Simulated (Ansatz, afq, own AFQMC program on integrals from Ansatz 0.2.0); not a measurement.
## HfH, quartet in def2-TZVP, levels against full CI

```yaml
atoms:
  - { symbol: Hf, position_ang: [0.0000, 0.0000, 0.0000] }
  - { symbol: H, position_ang: [0.0000, 0.0000, 4.0910] }
```

Basis def2-TZVP with its core potentials. Only valence electrons are correlated. Integrals, coupled cluster, full CI and functionals: Ansatz 0.2.0; the random walks run on the same integrals in our own AFQMC program. The CISD trial takes its coefficients from CCSD amplitudes. Released means that phaseless walkers are propagated on without the constraint, phases kept. Error bars are statistical, one sigma. No spin–orbit coupling. The metal's outer-core s and p shells are frozen, which shifts wave-function levels against functionals.

Determinant: UHF, the one that the program's search chose, which needn't be the lowest solution. The geometry is a point of a scan.

Full CI on the same integrals is exact in this basis and with this determinant's frozen core.

Cautions: no spin-orbit coupling; outer-core shells of the metal frozen; lower spins were not checked; the released energies have errors that jump between times, so the bars are unsure, so no released level is given (meV from the phaseless value at times in 1/Eh: -9.9 ± 1.0 at 0.60, -9 ± 10 at 1.20, -21.1 ± 1.0 at 2.00, -22.2 ± 1.7 at 3.00, -27.2 ± 1.9 at 4.20).

```
T1 diagnostic                               : 0.0255
weight of the determinant in the CISD state : 0.904
⟨S²⟩ of the determinant                     : 3.778
size of the correlated space                : 5 electrons in 42 orbitals
```

```json
{"level": "MP2", "correlation energy (eV)": "-1.1324"}
{"level": "CCSD", "correlation energy (eV)": "-1.5266"}
{"level": "CCSD(T)", "correlation energy (eV)": "-1.5940"}
```

Problem. Estimate where full CI lies against CCSD(T) on the same integrals.

Solution. 3.5 kJ/mol below CCSD(T).

Reference: full CI, correlation energy -1.631 eV.

```json
{"level": "CCSD(T)", "E − E(reference) (kJ/mol)": "3.5", "share of correlation (%)": "97.76"}
{"level": "CCSDT", "E − E(reference) (kJ/mol)": "0.3", "share of correlation (%)": "99.79"}
{"level": "CCSDT(Q)", "E − E(reference) (kJ/mol)": "0.1", "share of correlation (%)": "99.94"}
{"level": "CCSDTQ", "E − E(reference) (kJ/mol)": "0.0", "share of correlation (%)": "100.00"}
{"level": "ph-AFQMC/CISD", "E − E(reference) (kJ/mol)": "3.6 ± 0.3", "share of correlation (%)": "97.71"}
```

CCSDT and higher add their correlation energy to the determinant of the CCSD(T) run, since their own runs factorise the integrals more tightly (a shift of under 2 meV).
